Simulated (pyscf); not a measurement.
Thermochemistry of product channels of F–Ga (SMILES [F][Ga]) [singlet] + HF (SMILES F) on the singlet surface, in kJ/mol, from CCSD(T)/def2-TZVPP + ΔMP2(QZVPP) energies (ideal gas, 1 atm, RRHO with modes under 100 cm⁻¹ raised to 100, one conformer, R ln 2 for chiral ones without a mode under 150 cm⁻¹). Structures and frequencies: ωB97X-D3(BJ)/def2-SVP in PySCF. MP2 and CC: frozen core, UHF for open shells. ΔMP2 is the change of the MP2 total energy from the triple- to the quadruple-zeta basis.

```csv
products,ΔE,ΔH(298 K),ΔG(600 K),ΔG(1200 K)
F–GaH–F (SMILES [F][GaH][F]),-66.7,-71.1,+3.5,+75.9
GaH (SMILES [GaH]) [singlet] + F–F (SMILES FF),+735.8,+723.2,+723.1,+722.8
```

The channel to F–GaH–F turns unfavourable between 298 and 1200 K (ΔG from -34.1 kJ/mol to +75.9 kJ/mol).

These are energies of the channels, which say nothing of barriers. The CCSD(T) − MP2 part came from Ansatz, without density fitting, on the same reference. The frozen core leaves the outer d or s,p core shells of the metals and heavy elements correlated in the MP2 and CC values, and def2-TZVPP describes them poorly, which can shift differences by a few kcal/mol. Elements up to Kr have no core potential and no relativistic terms here.
